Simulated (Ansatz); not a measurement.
# Nudged elastic band run: CH7Al

Input file:

```yaml
crystal:
  periodic: [false, false, false]
  atoms:
    - { symbol: Al, position_ang: [-0.012418, -0.045971, 0.355751] }
    - { symbol: C, position_ang: [0.025097, 0.274845, 2.29155] }
    - { symbol: H, position_ang: [-0.913368, -0.001301, 2.800983] }
    - { symbol: H, position_ang: [0.85735, -0.235445, 2.804968] }
    - { symbol: H, position_ang: [0.168519, 1.355851, 2.475762] }
    - { symbol: H, position_ang: [1.348353, -0.20962, -0.457448] }
    - { symbol: H, position_ang: [-1.374105, 0.100448, -0.459309] }
    - { symbol: H, position_ang: [-0.280518, -2.240944, 0.207208] }
    - { symbol: H, position_ang: [-0.24711, -2.141563, 0.966235] }
basis:
  gaussian: { orbitals: def2-SVP }
hamiltonian:
  xc: r2scan
neb:
  order_check: false
  images: 7
  f_tol: 0.05
  max_iterations: 60
  final_atoms:
    - { symbol: Al, position_ang: [-0.08006497, -0.57638035, -0.25713267] }
    - { symbol: C, position_ang: [-0.02136473, -0.15258677, 2.45201999] }
    - { symbol: H, position_ang: [-0.97124253, 0.03744251, 2.96617508] }
    - { symbol: H, position_ang: [0.7991812, -0.27437746, 3.17048514] }
    - { symbol: H, position_ang: [0.21287117, 0.70470483, 1.80381999] }
    - { symbol: H, position_ang: [1.3530197, 0.07714266, -0.47713485] }
    - { symbol: H, position_ang: [-1.39068652, 0.31608147, -0.37374652] }
    - { symbol: H, position_ang: [-0.21427175, -2.16249229, -0.20816643] }
    - { symbol: H, position_ang: [-0.11564158, -1.11323459, 1.90938028] }
  initial_path:
    images:
      - { positions_ang: [[-0.012418, -0.045971, 0.355751], [0.025097, 0.274845, 2.29155], [-0.913368, -0.001301, 2.800983], [0.85735, -0.235445, 2.804968], [0.168519, 1.355851, 2.475762], [1.348353, -0.20962, -0.457448], [-1.374105, 0.100448, -0.459309], [-0.280518, -2.240944, 0.207208], [-0.24711, -2.141563, 0.966235]] }
      - { positions_ang: [[-0.01062893, -0.04901515, 0.26297527], [0.0203173, 0.21899346, 2.2941703], [-0.93312376, -0.06043082, 2.77360492], [0.83652106, -0.33732709, 2.77924157], [0.18680834, 1.28879135, 2.51252323], [1.34675003, -0.18167047, -0.54330871], [-1.37058436, 0.05229581, -0.54149508], [-0.27135971, -2.1249552, 0.31896846], [-0.23289996, -1.95038188, 1.12902004]] }
      - { positions_ang: [[-0.00883986, -0.0520593, 0.17019955], [0.01553759, 0.16314191, 2.2967906], [-0.95287952, -0.11956063, 2.74622684], [0.81569211, -0.43920918, 2.75351514], [0.20509768, 1.22173169, 2.54928446], [1.34514706, -0.15372095, -0.62916942], [-1.36706373, 0.00414363, -0.62368116], [-0.26220143, -2.00896639, 0.43072892], [-0.21868991, -1.75920076, 1.29180508]] }
      - { positions_ang: [[-0.0070508, -0.05510346, 0.07742382], [0.01075789, 0.10729037, 2.2994109], [-0.97263528, -0.17869045, 2.71884876], [0.79486317, -0.54109127, 2.72778871], [0.22338703, 1.15467204, 2.58604569], [1.34354409, -0.12577142, -0.71503014], [-1.36354309, -0.04400856, -0.70586724], [-0.25304314, -1.89297759, 0.54248938], [-0.20447987, -1.56801965, 1.45459011]] }
      - { positions_ang: [[-0.00526173, -0.05814761, -0.0153519], [0.00597819, 0.05143882, 2.30203121], [-0.99239104, -0.23782027, 2.69147068], [0.77403423, -0.64297336, 2.70206228], [0.24167637, 1.08761238, 2.62280692], [1.34194112, -0.0978219, -0.80089085], [-1.36002245, -0.09216075, -0.78805333], [-0.24388485, -1.77698879, 0.65424984], [-0.19026982, -1.37683853, 1.61737515]] }
      - { positions_ang: [[-0.02396254, -0.1877058, -0.0757971], [-0.00085754, 0.00043242, 2.3395284], [-0.98710392, -0.16900457, 2.76014678], [0.78032097, -0.55082439, 2.819168], [0.23447507, 0.99188549, 2.41806018], [1.34471077, -0.05408076, -0.71995185], [-1.36768847, 0.00989981, -0.68447662], [-0.23648158, -1.87336466, 0.43864577], [-0.17161276, -1.31093754, 1.69037643]] }
      - { positions_ang: [[-0.04266335, -0.31726398, -0.13624229], [-0.00769327, -0.05057398, 2.3770256], [-0.98181679, -0.10018888, 2.82882288], [0.78660771, -0.45867541, 2.93627371], [0.22727377, 0.89615861, 2.21331345], [1.34748041, -0.01033962, -0.63901285], [-1.37535449, 0.11196036, -0.58089992], [-0.2290783, -1.96974054, 0.2230417], [-0.1529557, -1.24503656, 1.76337771]] }
      - { positions_ang: [[-0.06136416, -0.44682217, -0.19668748], [-0.014529, -0.10158037, 2.4145228], [-0.97652966, -0.03137318, 2.89749898], [0.79289446, -0.36652644, 3.05337942], [0.22007247, 0.80043172, 2.00856672], [1.35025006, 0.03340152, -0.55807385], [-1.38302051, 0.21402091, -0.47732322], [-0.22167503, -2.06611642, 0.00743764], [-0.13429864, -1.17913558, 1.836379]] }
      - { positions_ang: [[-0.08006497, -0.57638035, -0.25713267], [-0.02136473, -0.15258677, 2.45201999], [-0.97124253, 0.03744251, 2.96617508], [0.7991812, -0.27437746, 3.17048514], [0.21287117, 0.70470483, 1.80381999], [1.3530197, 0.07714266, -0.47713485], [-1.39068652, 0.31608147, -0.37374652], [-0.21427175, -2.16249229, -0.20816643], [-0.11564158, -1.11323459, 1.90938028]] }
```

Run as:

```bash
$ ansatz run input.yaml --threads 1 --pin off --max-ram 2048MiB --backend cpu --events-out ev --progress --plain --runs-dir out
```

Output, in part (warnings, iteration lines, the closing report on the highest movable image, with atoms numbered from 0):

```
NEB end point (image 0): max|allowed force component| = 3.181e-3 eV/Å (the criterion of neb.relax_end_points is 1.000e-2)
NEB end point (image 8): max|allowed force component| = 1.585e-2 eV/Å (the criterion of neb.relax_end_points is 1.000e-2)
NEB iter   1: max|band force component| = 6.946e0 eV/Å  barrier→ = 2.2308 eV  barrier← = 2.5251 eV  Δτ_max = 0.2000 Å  (212 SCF iters)
NEB iter   2: max|band force component| = 2.096e0 eV/Å  barrier→ = 1.2169 eV  barrier← = 1.5112 eV  Δτ_max = 0.2000 Å  (185 SCF iters)
NEB iter   3: max|band force component| = 2.301e0 eV/Å  barrier→ = 0.9383 eV  barrier← = 1.2327 eV  Δτ_max = 0.1012 Å  (180 SCF iters)
NEB iter   4: max|band force component| = 7.449e-1 eV/Å  barrier→ = 0.8786 eV  barrier← = 1.1730 eV  Δτ_max = 0.1159 Å  (184 SCF iters)
NEB iter   5: max|band force component| = 2.896e-1 eV/Å  barrier→ = 0.9208 eV  barrier← = 1.2151 eV  CI = image 4  Δτ_max = 0.0565 Å  (182 SCF iters)
NEB iter   6: max|band force component| = 1.751e-1 eV/Å  barrier→ = 0.9119 eV  barrier← = 1.2062 eV  CI = image 4  Δτ_max = 0.0412 Å  (185 SCF iters)
NEB iter   7: max|band force component| = 3.853e-2 eV/Å  barrier→ = 0.9114 eV  barrier← = 1.2057 eV  CI = image 4  Δτ_max = 0.0000 Å  (342 SCF iters)
Total energy: -7741.50517930 eV, -284.4950679584 hartree
Atom 0 at    -0.044592    -0.289239     0.084738 Å, force    -0.011563    -0.021607     0.039825 eV/Å
Atom 1 at    -0.026864    -0.074084     2.215862 Å, force     0.009374     0.020733    -0.039232 eV/Å
Atom 2 at    -0.989101    -0.160175     2.742318 Å, force    -0.007613    -0.005796    -0.006725 eV/Å
Atom 3 at     0.774148    -0.485989     2.848107 Å, force     0.018599    -0.007609     0.006069 eV/Å
Atom 4 at     0.191969     1.006965     2.121101 Å, force    -0.006249    -0.020705     0.012800 eV/Å
Atom 5 at     1.407386    -0.048545    -0.490287 Å, force     0.001229    -0.003874    -0.006066 eV/Å
Atom 6 at    -1.445020     0.193096    -0.465769 Å, force     0.002645    -0.000602    -0.005577 eV/Å
Atom 7 at    -0.182902    -1.966569     0.541790 Å, force     0.018409     0.024124     0.006029 eV/Å
Atom 8 at    -0.113224    -1.319161     1.387838 Å, force    -0.024831     0.015336    -0.007122 eV/Å
Dipole moment:     0.008922     0.034183     0.289271 e Å
```

The forces met the threshold. A vibrational analysis at the climbing image gives one clearly imaginary mode, 1230i cm⁻¹: a first-order saddle point. The orbitals stay closed-shell, which can raise the energy where a bond breaks towards radicals; this wasn't checked here.

Final band (atoms are numbered from 1 in the order of the input):

```json
{"image": "0", "path coordinate (Å)": "0.00", "energy (kcal/mol)": "0.0", "Al1–C2 (Å)": "1.96", "H8–H9 (Å)": "0.77", "Al1–H8 (Å)": "2.22"}
{"image": "1", "path coordinate (Å)": "0.36", "energy (kcal/mol)": "0.5", "Al1–C2 (Å)": "1.96", "H8–H9 (Å)": "0.77", "Al1–H8 (Å)": "2.18"}
{"image": "2", "path coordinate (Å)": "0.72", "energy (kcal/mol)": "3.7", "Al1–C2 (Å)": "1.97", "H8–H9 (Å)": "0.78", "Al1–H8 (Å)": "2.07"}
{"image": "3", "path coordinate (Å)": "1.08", "energy (kcal/mol)": "12.3", "Al1–C2 (Å)": "2.02", "H8–H9 (Å)": "0.84", "Al1–H8 (Å)": "1.90"}
{"image": "4", "path coordinate (Å)": "1.44", "energy (kcal/mol)": "21.0", "Al1–C2 (Å)": "2.14", "H8–H9 (Å)": "1.07", "Al1–H8 (Å)": "1.74"}
{"image": "5", "path coordinate (Å)": "1.80", "energy (kcal/mol)": "10.0", "Al1–C2 (Å)": "2.29", "H8–H9 (Å)": "1.41", "Al1–H8 (Å)": "1.65"}
{"image": "6", "path coordinate (Å)": "2.15", "energy (kcal/mol)": "-1.8", "Al1–C2 (Å)": "2.50", "H8–H9 (Å)": "1.74", "Al1–H8 (Å)": "1.60"}
{"image": "7", "path coordinate (Å)": "2.50", "energy (kcal/mol)": "-5.9", "Al1–C2 (Å)": "2.65", "H8–H9 (Å)": "2.06", "Al1–H8 (Å)": "1.59"}
{"image": "8", "path coordinate (Å)": "2.86", "energy (kcal/mol)": "-6.8", "Al1–C2 (Å)": "2.74", "H8–H9 (Å)": "2.37", "Al1–H8 (Å)": "1.59"}
```

Run time: 2.5 min on 1 thread of Arm Neoverse V1 (shared host), peak memory 0.12 GiB.
